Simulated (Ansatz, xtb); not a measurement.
## Isomers of H3NOS in order of energy

3 gas-phase structures of H3NOS, found in a search over its isomers (lower ones may exist). Each was relaxed with GFN2-xTB:

A. `NSO`, a singlet
B. `ONS`, a singlet
C. `N[SH]=O`, a singlet

**Question.** Make a reasoned guess at their ranking by r2SCAN-D4/def2-SVP single-point energy.

**Answer.** Calculated order at r2SCAN-D4/def2-SVP: A (0.0), C (19.0), B (28.0) kcal/mol.

Energies above the lowest of each column, in kcal/mol; the last columns are at PBE0-D3(BJ)/def2-SVP geometries:

```json
{"structure": "A", "GFN2-xTB": "0.0", "HF/STO-3G": "0.0", "r2SCAN-D4/def2-SVP": "0.0", "PBE0-D3(BJ)/def2-SVP": "0.0", "CCSD(T)/def2-TZVPP": "0.0"}
{"structure": "C", "GFN2-xTB": "6.9", "HF/STO-3G": "100.9", "r2SCAN-D4/def2-SVP": "19.0", "PBE0-D3(BJ)/def2-SVP": "21.4", "CCSD(T)/def2-TZVPP": "12.3"}
{"structure": "B", "GFN2-xTB": "24.6", "HF/STO-3G": "5.7", "r2SCAN-D4/def2-SVP": "28.0", "PBE0-D3(BJ)/def2-SVP": "29.7", "CCSD(T)/def2-TZVPP": "35.3"}
```

Every level run on A puts it lowest or level with the lowest. Flexible structures stand in one conformer each, not always the lowest.

Programs: Ansatz 0.2.0, xtb 6.7.1.
